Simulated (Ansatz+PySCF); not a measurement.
# doublet CH4S(+): levels of theory in one basis

```yaml
atoms:
  - { symbol: C, position_ang: [-1.2113, 0.0130, 0.0205] }
  - { symbol: H, position_ang: [-1.6779, 0.9737, 0.2144] }
  - { symbol: H, position_ang: [-1.7315, -0.9192, -0.1260] }
  - { symbol: S, position_ang: [0.5579, -0.0738, -0.0874] }
  - { symbol: H, position_ang: [0.8587, 1.2411, -0.1739] }
  - { symbol: H, position_ang: [0.9137, -0.1705, 1.2302] }
```

Basis set: cc-pVTZ on H, C; cc-pV(T+d)Z on S (spherical functions). Correlated methods keep 6 orbitals frozen. Correlation on ROHF uses semicanonical orbitals with singles. Charge 1, multiplicity 2.

Computed with Ansatz (development build ahead of 0.2.0) and PySCF 2.14.0; each method stands on the lowest determinant of its kind that the runs found.

```json
{"method": "ROHF", "E − E(ROHF) (eV)": "0.00", "<S²> of the determinant": "0.75"}
{"method": "UHF", "E − E(ROHF) (eV)": "-0.14", "<S²> of the determinant": "0.77"}
{"method": "ROHF-MP2", "E − E(ROHF) (eV)": "-8.81", "<S²> of the determinant": "–"}
{"method": "UHF-MP2", "E − E(ROHF) (eV)": "-8.79", "<S²> of the determinant": "0.77"}
```
